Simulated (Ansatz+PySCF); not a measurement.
The numbers below are computed, except where a source is named.
A run of PySCF 2.14.0 on doublet C3(+) at this shape:

```xyz
3

C     0.0000    0.0000    0.0000
C     1.0708    0.0000    1.6177
C    -1.0708    0.0000    1.6177
```

Its results:

```
Converged                       : yes
Reference energy                : -112.60899 hartree
CCSD correlation energy         : -0.32239 hartree
Triples correction              : -0.04196 hartree
Total energy                    : -112.97335 hartree
Spin squared of the determinant : 1.023
```

Question: Which input gives this output? Name the method, the orbitals and the basis set, and write the input.

Answer: UHF-CCSD(T) in 6-31G.

```python
from pyscf import gto, scf, cc

mol = gto.M(atom="""
C 0.000000 0.000000 0.000000
C 1.070760 0.000000 1.617740
C -1.070760 0.000000 1.617740
""", basis='6-31g', charge=1, spin=1)
mf = scf.UHF(mol)
mf.kernel()
mycc = cc.CCSD(mf, frozen=3).run()
et = mycc.ccsd_t()
print(mf.e_tot, mycc.e_corr, et, mycc.e_tot + et)
```

The reference isn't the lowest determinant (another lies 3.22 eV lower), but the same method gives a higher total on the lower determinant. Caution: large share of triples, a single reference is doubtful; the unrestricted determinant is spin contaminated; another reference gives a lower total.
